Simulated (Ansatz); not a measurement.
Start from `O[Si]O` and change one atom or group to get `O[SiH]`.

Ansatz, PBE0-D4/def2-TZVP geometries, multiplicity 1. Each molecule was computed in one conformer, which needn't be the lowest.

| property | `O[Si]O` |
| --- | --- |
| HOMO energy (B3LYP/def2-TZVPP) / eV | -6.93 |
| size of the dipole moment (ωB97M-V/def2-TZVPP) / D | 1.78 |
| HOMO–LUMO gap (B3LYP/def2-TZVPP) / eV | 5.63 |
| zero-point energy (PBE0-D4/def2-TZVP) / kJ/mol | 74.1 |
| size of the dipole moment (B3LYP/def2-TZVPP) / D | 1.80 |
| LUMO energy (ωB97M-V/def2-TZVPP) / eV | 0.92 |

Question: Give the same properties after the change, and the shifts. (An estimate is asked.)

Answer: Computed: 
```json
{"property": "HOMO energy (B3LYP/def2-TZVPP) / eV", "`O[SiH]`": "-6.31", "shift": "0.62"}
{"property": "size of the dipole moment (ωB97M-V/def2-TZVPP) / D", "`O[SiH]`": "1.31", "shift": "-0.47"}
{"property": "HOMO–LUMO gap (B3LYP/def2-TZVPP) / eV", "`O[SiH]`": "4.05", "shift": "-1.58"}
{"property": "zero-point energy (PBE0-D4/def2-TZVP) / kJ/mol", "`O[SiH]`": "54.9", "shift": "-19.2"}
{"property": "size of the dipole moment (B3LYP/def2-TZVPP) / D", "`O[SiH]`": "1.28", "shift": "-0.52"}
{"property": "LUMO energy (ωB97M-V/def2-TZVPP) / eV", "`O[SiH]`": "-0.04", "shift": "-0.96"}
```

With PBE0 the HOMO rises by 0.63 eV and the LUMO falls by 0.97 eV, so the gap narrows by about 1.60 eV. PBE moves the HOMO by 0.59 eV and ωB97M-V by 0.68 eV. The zero-point energy changes by -19.2 kJ/mol with -3 modes. Dipoles are sizes alone; their direction can turn.

B3LYP here is the variant with VWN-RPA as its local correlation; programs differ in this.
